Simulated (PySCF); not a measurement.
Compound: C4H4F2.
SMILES: `FC1(F)C=CC1`

Theory: PySCF, TDDFT PBE0/def2-SVPD, vertical, gas phase, core orbitals frozen in the response. Isolated species at its PBE0-D3(BJ)/def2-SVP geometry, gas phase.

Each state is given a Gaussian of 0.25 eV full width at half maximum, with ε(max) = 2.175×10⁸ f / Δν̃ (Δν̃ the width in cm⁻¹). The width is an assumption, not a result. The curve ends short of the highest state used, and states not computed would add to its high-energy end.

(λ (nm), ε (L mol⁻¹ cm⁻¹)): (141.0, 277), (143.1, 1591), (145.1, 2486), (147.2, 1105), (149.2, 172), (151.3, 22), (153.4, 161), (155.4, 672), (157.5, 1073), (159.5, 675), (161.6, 172), (163.6, 22), (165.7, 25), (167.7, 363), (169.8, 2785), (171.8, 9527), (173.9, 17282), (175.9, 16425), (178.0, 8510), (180.0, 2662), (182.1, 466), (184.1, 56), (186.2, 4), (188.2, 0)

(1) Where are the band maxima, and which computed states make them?

(2) Coming from long wavelengths, where does ε first pass 100 L mol⁻¹ cm⁻¹?

Results:

(1) 175 nm (7.10 eV), ε about 18000, made up of S2 (100%); 157 nm (7.88 eV), ε about 1100, made up of S4 (98%); 145 nm (8.56 eV), ε about 2500, made up of S6 (12%) and S7 (88%) (ε in L mol⁻¹ cm⁻¹; maxima over ε = 5, shares over 10%). The states used: S1 6.96 eV (f 0.0001); S2 7.10 eV (f 0.168); S3 7.87 eV (f 0.0002); S4 7.88 eV (f 0.0098); S5 8.32 eV (f 0.0000); S6 8.51 eV (f 0.0030); S7 8.57 eV (f 0.021); S8 9.14 eV (f 0.073); S9 9.30 eV (f 0.0085); S10 9.39 eV (f 0.023).

(2) At about 184 nm (6.75 eV), 0.21 eV below S1.

The vertical ionisation energy (ΔSCF) is 10.49 eV, 1.10 eV above S10.
